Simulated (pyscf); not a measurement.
A first-order saddle from PySCF, ωB97X-D3(BJ)/def2-SVP:

```xyz
12

Sn     0.2338    -2.2150    -0.6733
Sn    -0.6306     1.2037     1.6366
H      1.6419    -0.8463    -0.2877
H     -0.7715    -1.3262     0.5220
H     -0.3362    -1.1143    -1.9601
H     -0.4311     2.8094     2.2094
H     -2.2591     0.8888     1.2906
H      0.1493     0.1120     2.6725
N      0.4567     1.2321    -0.1619
H      1.1879     0.0004    -0.2483
H      1.0180     2.0757    -0.2932
H     -0.1494     1.1243    -0.9784
```

Surface: singlet, charge 0. Lowest wavenumbers (cm⁻¹): 615i, 59, 74, 156, 239.

Problem. What reaction is this the transition state of?

Solution. `[SnH2]` [singlet] + `[SnH4]` + `[NH3]` ⇌ `[SnH2]` [singlet] + `[NH2][SnH3]` + `[H][H]`, a multi-bond step read from left to right: H–Sn, H–Sn, H–N broken and H–Sn, N–Sn, H–H formed. At ωB97M-D3(BJ)/def2-TZVP it lies +0.18 eV from the left side and -0.20 eV from the right (each side as separated species at their lowest minima found). On the reactant side the descent ends in an adduct with a H–Sn, N–Sn contact (not fully relaxed), 0.58 eV under the separated species and 0.58 eV under the saddle at ωB97X-D3(BJ)/def2-TZVP. On the product side the descent ends in a bound adduct, 0.46 eV under the separated species and 0.18 eV under the saddle at ωB97X-D3(BJ)/def2-TZVP. At ωB97M-D3(BJ) the saddle lies under the separated products, which points to a path from their complex (located at ωB97X-D3(BJ) alone), and parting the products costs more than the saddle. What is counted as formed (H–Sn, N–Sn) is already present as a longer contact in the reactant adduct; forming that adduct is a step of its own. At ωB97X-D3(BJ) the barrier from the zero used here is 0.00 eV. This is the saddle that the search found; another between the same sides may lie lower. Elements past Kr carry the def2 core potentials, without spin-orbit coupling.
